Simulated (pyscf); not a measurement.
**1,1-elimination: H₃C–In(OH)–OH -> H₃C–OH + HO–In [singlet]**

Gas phase, singlet surface, charge 0. Bonds broken: C1–In2, In2–O3. Bonds formed: C1–O3. PySCF, gas phase, ωB97X-D3(BJ)/def2-SVP geometries.

Transition state (Å):

```xyz
9

C      0.6451     0.2346    -0.0084
In    -1.6370     0.9452    -0.8710
O     -0.6216    -0.8722    -1.2660
O     -3.4799     0.2217    -0.4583
H      0.8335    -0.7554     0.4079
H      0.5422     1.0087     0.7583
H      1.2965     0.5159    -0.8367
H     -1.0054    -1.6765    -0.8735
H     -4.1264     0.8719    -0.1590
```

One imaginary mode, 558i cm⁻¹; descent along it reached the two sides named, in the forms told below.

| bond | change | reactant side (Å) | saddle | product side |
|---|---|---|---|---|
| C1–In2 | breaks | 2.131 | 2.541 | 3.5 |
| In2–O3 | breaks | 1.992 | 2.119 | 2.558 |
| C1–O3 | forms | 3.6 | 2.100 | 1.410 |

Electronic energies relative to the reactant's lowest minimum found (kJ/mol):

```tsv
level	barrier	reaction energy	reverse barrier
ωB97X-D3(BJ)/def2-TZVP	306.5	+64.8	241.8
PBE/def2-TZVP	221.3	+32.8	188.5
r²SCAN/def2-TZVP	244.4	+51.8	192.6
B3LYP-D3(BJ)/def2-TZVP	244.4	+23.8	220.6
PBE0-D3(BJ)/def2-TZVP	267.8	+41.4	226.4
M06-2X/def2-TZVP	294.1	+49.8	244.3
ωB97M-D3(BJ)/def2-TZVP	287.7	+40.6	247.1
HF/def2-TZVP	360.7	+13.5	347.2
```

With ωB97M-D3(BJ)/def2-TZVP energies and thermal terms (ideal gas, 1 atm, RRHO with modes under 100 cm⁻¹ raised to 100, one conformer, R ln 2 for rigid chiral ones), in kJ/mol:

```json
[
 {"T (K)": "298", "ΔH‡": "284.2", "ΔG‡": "287.4", "ΔH": "+42.9", "ΔG": "+1.6"},
 {"T (K)": "600", "ΔH‡": "282.3", "ΔG‡": "291.4", "ΔH": "+36.2", "ΔG": "-37.8"},
 {"T (K)": "900", "ΔH‡": "280.1", "ΔG‡": "296.4", "ΔH": "+29.6", "ΔG": "-73.3"},
 {"T (K)": "1200", "ΔH‡": "277.7", "ΔG‡": "302.2", "ΔH": "+23.6", "ΔG": "-106.7"}
]
```

On the product side the descent ends in a bound adduct, 62.3 kJ/mol under the separated species and 304.0 kJ/mol under the saddle at ωB97X-D3(BJ)/def2-TZVP. This is the saddle that the search found; another between the same sides may lie lower. One closed-shell reference is unstable to symmetry breaking; treat the single-reference values with care. Elements past Kr carry the def2 core potentials, without spin-orbit coupling.
